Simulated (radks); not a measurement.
# O²⁺ in [He] 2s2 2p2: an all-electron calculation

What are the levels of the oxygen ion O2+, how large are its shells, and how does its energy divide?

Method: non-relativistic Kohn-Sham, exchange-only B88, spin-polarised, spherical densities, point nucleus; open shells are filled with parallel spins first. Code: radks (a radial shooting solver on a logarithmic mesh, Libxc functionals) version 1.

### 1 The system

```
element       : oxygen (Z = 8)
charge        : +2
electrons     : 6
configuration : [He] 2s2 2p2
```

The outer shells:

O²⁺
```
[He] core
2s [↑↓]
2p [↑ ][↑ ][  ]
```

### 2 Self-consistent calculation

The run's settings:

```text
Z 8
configuration [He] 2s2 2p2 3s0 3p0
relativity non-relativistic
functional b88,
spin polarised
nucleus point
```

**Question.** What will this run give?

**Answer**, as computed:

```
                        quantity                     value
                    total energy         -73.08378 hartree
exchange-correlation share of it                    9.94 %
                            −T/E                    1.0000
          highest occupied level         2p up, -44.384 eV
    most extended occupied level  2s down, <r> = 1.05 bohr
 radius at density 0.001 e/bohr³                 2.57 bohr
    maxima of the radial density                         2
         ionisation energy, NIST     54.936 (semi-emp.) eV
```

What this shows: The radial density shows 2 maxima for 2 occupied principal shells. The ratio −T/E is 1.0000; for a non-relativistic Coulomb system it is 1 up to the kinetic part of correlation. Minus the highest eigenvalue, 44.384 eV, is 81 % of the tabulated ionisation energy (54.936 eV); the potential of a semilocal functional falls off too fast, so its top eigenvalue is too shallow. Open shells are spherical and high-spin; term and fine-structure splittings are not resolved.
